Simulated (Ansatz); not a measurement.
# C3H4N2O: a ladder of functionals and wavefunction methods

How much do the methods differ for C3H4N2O? The plan is to run it at one geometry with functionals of several rungs and with coupled cluster. The yardstick is the atomisation energy at the CCSD(T) limit.

The runs use Ansatz 0.2.0, Gaussian basis; functionals in def2-TZVPP, the program's frozen cores in correlated methods.

The runs, in order: PBE-D4, r2SCAN-D4, PBE0-D4, B3LYP-D4, ωB97X-V, ωB97M-V, B2PLYP; CCSD(T)/def2-TZVPP; MP2/def2-QZVPP; extrapolation to the limit.

## Step 1: Structure used throughout

All runs share one geometry, relaxed beforehand with PBE0-D4 in a triple-zeta def2 set.

10 atoms, charge 0, spin multiplicity 1.

Atoms are counted from 1 here; the program's logs count them from 0.

Bond lengths: C1–N2 1.438 Å, C1–H7 1.093 Å, C1–H8 1.096 Å, C1–H9 1.093 Å, N2–C3 1.255 Å, C3–O4 1.339 Å, C3–C5 1.449 Å, O4–H10 0.968 Å, C5–N6 1.149 Å. Angles: N2–C1–H7 108.8°, N2–C1–H8 114.3°, N2–C1–H9 108.8°, H7–C1–H8 108.9°, H7–C1–H9 106.9°, H8–C1–H9 108.9°, C1–N2–C3 121.8°, N2–C3–O4 122.9°, N2–C3–C5 125.1°, O4–C3–C5 112.0°, C3–O4–H10 106.3°, C3–C5–N6 176.1°.

## Step 2: PBE-D4 (GGA)

File in.yaml:

```yaml
crystal:
  periodic: [false, false, false]
  atoms:
    - {symbol: C, position_ang: [-0.333210, -1.018645, 0.982902]}
    - {symbol: N, position_ang: [0.692552, -0.468407, 0.139351]}
    - {symbol: C, position_ang: [0.474435, 0.513953, -0.610617]}
    - {symbol: O, position_ang: [1.412732, 1.045266, -1.405100]}
    - {symbol: C, position_ang: [-0.792379, 1.207066, -0.729735]}
    - {symbol: N, position_ang: [-1.826170, 1.707751, -0.771801]}
    - {symbol: H, position_ang: [-0.463348, -2.074754, 0.735027]}
    - {symbol: H, position_ang: [-1.301993, -0.513196, 0.903272]}
    - {symbol: H, position_ang: [0.004272, -0.975179, 2.021240]}
    - {symbol: H, position_ang: [2.216210, 0.525044, -1.261339]}
basis:
  gaussian: {orbitals: def2-TZVPP}
hamiltonian: {xc: pbe, dispersion: d4}
output: {forces: true, orbitals: {seedname: orbitals}}
```

Started as:

```bash
$ ansatz run in.yaml --threads 4 --pin off --events-out ev --progress --plain --max-ram 10444MiB
```

The runs that follow: r2SCAN-D4 (meta-GGA); PBE0-D4 (hybrid); B3LYP-D4 (hybrid); ωB97X-V (range-separated); ωB97M-V (range-separated); B2PLYP (double hybrid); CCSD(T) in def2-TZVPP; MP2 in def2-QZVPP.

Q: Predict the results of all the runs planned. Wanted: atomisation energy, CCSD(T)/CBS; farthest; mean size of error, hybrid; mean size of error, range-separated; gap, smallest and largest; T1 diagnostic; triples share of the correlation energy.

**Answer**, as computed:

| quantity | value |
| --- | --- |
| atomisation energy, CCSD(T)/CBS | 4330.0 kJ/mol |
| functionals within 21.6 kJ/mol (0.5 %) | r2SCAN-D4, B2PLYP |
| farthest | PBE-D4 (+228.8 kJ/mol) |
| mean size of error, hybrid | 44.1 kJ/mol |
| mean size of error, range-separated | 28.7 kJ/mol |
| gap, smallest and largest | 4.45 eV (PBE-D4), 11.39 eV (ωB97X-V) |
| T1 diagnostic | 0.0139 |
| triples share of the correlation energy | 4.6 % |

What this shows: PBE-D4 misses by +228.8 kJ/mol. Double hybrids carry the basis error of their MP2 part in triple zeta, and no dispersion term here, so their miss is partly the set-up's. The reference freezes the cores and leaves out relativity and excitations past (T), so misses under about 21.6 kJ/mol can't be ranked. Hartree-Fock recovers 66 % of the binding; the rest is correlation. Orbital gaps span 4.5 to 11.4 eV; exact exchange widens them. The restricted reference is unstable towards a spin-broken one.
